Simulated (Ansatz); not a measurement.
What does this script print? It uses Ansatz 0.2.0 through its Python package.

`b2h5.xyz`
```text
7

B     0.94760    0.10680    0.00530
B    -0.70810   -0.08060   -0.00410
H     1.65090   -0.83250   -0.12970
H     1.41880    1.18050    0.14720
H    -1.15570    0.29650    1.03320
H    -0.97900   -1.23030   -0.15830
H    -1.17450    0.55940   -0.89370
```

Script `b2h5.py`:
```python
'''A composite energy for B2H5(-): DFT geometry, MP2 basis limit, coupled-cluster correction.'''

import itertools

import ansatz as az
from ase.data import atomic_numbers, covalent_radii
import numpy as np


def main() -> None:
    mol = az.Crystal.molecule_from_extxyz('b2h5.xyz')

    calc = mol.calculation().basis(gaussian='def2-SVP').functional('B3LYP', dispersion='d3bj').charge(-1)
    symbols = [site.symbol for site in mol.cartesian_sites]
    start = np.array([site.position_ang for site in mol.cartesian_sites], dtype=float)
    summary = calc.relax(force_tolerance=0.01).run(threads=1).report
    end = np.array(summary['positions_ang'])
    # pairs closer than 1.2 times the sum of covalent radii, before or after
    radius = [covalent_radii[atomic_numbers[s]] for s in symbols]
    span = lambda where, i, j: np.linalg.norm(where[i] - where[j])
    bonded = [(i, j) for i, j in itertools.combinations(range(len(symbols)), 2) if min(span(start, i, j), span(end, i, j)) < 1.2 * (radius[i] + radius[j])]
    print('pair        before    after (A)')
    for i, j in bonded:
        print(f'{symbols[i]}{i}-{symbols[j]}{j}'.ljust(10), f'{span(start, i, j):8.4f} {span(end, i, j):8.4f}')

    minimum = az.Crystal.molecule()
    for symbol, place in zip(symbols, end):
        minimum = minimum.atom(symbol, place.tolist())
    at_minimum = minimum.calculation().charge(-1)
    # MP2 extrapolated to the basis limit, plus the small-basis difference CCSD(T) - MP2
    level = lambda method, basis: at_minimum.basis(gaussian=basis).correlation(method).run(threads=1).report
    small, large, cluster = level('mp2', 'cc-pVDZ'), level('mp2', 'cc-pVTZ'), level('ccsd_t', 'cc-pVDZ')
    corr = lambda each: (each['free_energy_ev'] - each['reference_energy_ev']) / 27.211386246
    mp2_limit = (27 * corr(large) - 8 * corr(small)) / 19
    pieces = {'HF / cc-pVTZ': large['reference_energy_ev'] / 27.211386246, 'MP2 correlation, DZ-TZ limit': mp2_limit, 'CCSD(T) - MP2 / cc-pVDZ': corr(cluster) - corr(small)}
    for name, value in pieces.items():
        print(f'{name:32s} {value:14.6f} Ha')
    print(f'{"sum":32s} {sum(pieces.values()):14.6f} Ha')
    print('T1 diagnostic', round(cluster['correlation']['coupled_cluster']['t1_diagnostic'], 4))


if __name__ == '__main__':
    main()
```

`python b2h5.py` gives:
```text
pair        before    after (A)
B0-B1        1.6663   1.6864
B0-H2        1.1812   1.2395
B0-H3        1.1811   1.2383
B1-H4        1.1910   1.2582
B1-H5        1.1912   1.2462
B1-H6        1.1910   1.2580
HF / cc-pVTZ                         -52.235208 Ha
MP2 correlation, DZ-TZ limit          -0.279103 Ha
CCSD(T) - MP2 / cc-pVDZ               -0.048769 Ha
sum                                  -52.563080 Ha
T1 diagnostic 0.0133
```

Notes:
- Total energies depend on the basis set; only differences at equal settings carry meaning.
- The sum leaves out core correlation, relativity, the Hartree-Fock basis error and zero-point energy; a DZ-TZ extrapolation is rough.
- b3lyp holds the VWN-RPA fit, as in Gaussian; the form of ORCA and Turbomole is b3lyp5.
- Inner cores stay frozen, so this is valence correlation.
- An extrapolation from small basis sets is rough.
- Anions want diffuse functions, which this basis lacks.
- The whole script took 10 s on 1 thread of Arm Neoverse V1, on a shared host, peak memory 0.24 GiB.
